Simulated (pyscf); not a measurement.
This saddle point was located with ωB97X-D3(BJ)/def2-SVP in PySCF.

```xyz
8

O      0.1391     0.2782     2.0829
Sn    -0.4717     0.5163     0.3715
O     -1.1083    -1.1379    -0.7875
O     -1.4723     1.9040    -0.5697
H     -1.1825    -2.0030    -0.3566
H     -1.8213     1.5701    -1.4079
H      0.7788    -0.0452    -1.1489
H      0.0778    -0.7380    -1.2006
```

Surface: singlet, charge 0. Lowest wavenumbers (cm⁻¹): 1383i, 130, 155, 181, 266.

Name the species on either side of this saddle.

`[O]=[Sn]([OH])[OH]` + `[H][H]` ⇌ `[O]=[SnH][OH]` + `[OH2]`, a four-centre exchange read from left to right: O–Sn, H–H broken and H–Sn, H–O formed. At ωB97M-D3(BJ)/def2-TZVP it lies +23.1 kcal/mol from the left side and +22.5 kcal/mol from the right (each side as separated species at their lowest minima found). On the product side the descent ends in an adduct with a O–Sn contact, 16.4 kcal/mol under the separated species and 37.2 kcal/mol under the saddle at ωB97X-D3(BJ)/def2-TZVP. What is counted as broken (O–Sn) persists as a longer contact in the product adduct; parting that adduct is a step of its own. At the saddle there is also a short H–Sn contact that neither side keeps. O=SnH–OH lies 65.7 kcal/mol over its isomer HO–Sn:–OH [singlet] (electronic energy, ωB97M-D3(BJ)/def2-TZVP). One saddle was located; it need not be the lowest between these sides. Elements past Kr carry the def2 core potentials, without spin-orbit coupling.
